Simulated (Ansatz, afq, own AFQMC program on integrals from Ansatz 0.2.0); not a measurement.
# GeH4, singlet in cc-pVDZ, levels against CCSDT(Q)

```yaml
atoms:
  - { symbol: Ge, position_ang: [0.0000, 0.0000, 0.0000] }
  - { symbol: H, position_ang: [1.1691, 1.1729, 1.1714] }
  - { symbol: H, position_ang: [-1.1738, -1.1687, 1.1708] }
  - { symbol: H, position_ang: [-1.1684, 1.1693, -1.1756] }
  - { symbol: H, position_ang: [1.1731, -1.1735, -1.1666] }
```

Basis cc-pVDZ. Only valence electrons are correlated. Integrals, coupled cluster, full CI and functionals: Ansatz 0.2.0; the random walks run on the same integrals in our own AFQMC program. The CISD trial takes its coefficients from CCSD amplitudes. Released means that phaseless walkers are propagated on without the constraint, phases kept. Uncertainties: one standard error, sampling alone. No spin–orbit coupling.

Determinant: RHF, the one that the program's search chose, which needn't be the lowest solution. The geometry is a point of a scan.

No full CI on the walks' own integrals is used here; CCSDT(Q) serves as the reference and is uncertain by about the last step of the cluster series.

Cautions: no relativity below Rb; no spin-orbit coupling; inner d shell frozen; the ph-AFQMC/HF walk drifts between its halves (2.9 errors).

- T1 diagnostic: 0.0165
- weight of the determinant in the CISD state: 0.853
- size of the correlated space: 8 electrons in 33 orbitals

Reference: CCSDT(Q), correlation energy -4.738 eV. The released energy is read at 2.40 1/Eh (meV from the phaseless value at times in 1/Eh: 11 ± 18 at 0.24, 7 ± 13 at 0.51, 20 ± 11 at 0.99, 8 ± 16 at 1.62, 30 ± 19 at 2.40).

| level | E − E(reference) (kcal/mol) | share of correlation (%) |
| --- | --- | --- |
| HF | 109.25 | 0.00 |
| MP2 | 31.22 | 71.43 |
| CCSD | 4.79 | 95.61 |
| CCSD(T) | 1.30 | 98.81 |
| CCSDT | 0.20 | 99.82 |
| ph-AFQMC/HF | 3.01 ± 0.93 | 97.24 |
| ph-AFQMC/CISD | -0.51 ± 0.38 | 100.46 |
| released AFQMC | 0.19 ± 0.44 | 99.83 |

A walk keeps the symmetry of its determinant, which the program's search chose and which needn't be the lowest solution, so a lower state of the same spin and another symmetry isn't excluded. Released energies are given only where the last usable release times agree within the noise; a slower fall can still hide under it.
